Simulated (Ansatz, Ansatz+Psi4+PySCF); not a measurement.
```yaml
atoms:
  - { symbol: N, position_ang: [0.0000, 0.0000, 0.5650] }
  - { symbol: N, position_ang: [0.0000, 0.0000, -1.6950] }
```

Basis set: cc-pVTZ (spherical functions). Left uncorrelated: 2 orbitals. Charge 0, multiplicity 1.

Computed with Ansatz (development build ahead of 0.2.0); each method stands on the lowest determinant of its kind that the runs found. Restricted open shells among the atoms or ions are ROHF, correlated in semicanonical orbitals with singles.

Give the atomization energy at this shape (free ground-state atoms in the same class of orbitals less the molecule, no zero-point energy) of singlet N₂ by UHF-MP2, RHF-MP2, RHF, UHF.

```
 method  atomization energy
UHF-MP2            -0.01 eV
RHF-MP2            -6.16 eV
    RHF            -9.76 eV
    UHF            -0.19 eV
```

Caution: the determinant breaks the point group. Caution for UHF-MP2, RHF-MP2: bonds are stretched, where a single reference can fail. Caution for UHF-MP2, UHF: the unrestricted determinant is a mixture of spin states. Caution for RHF-MP2, RHF: an unrestricted determinant lies well below; the molecule lies well above its atoms at this level.
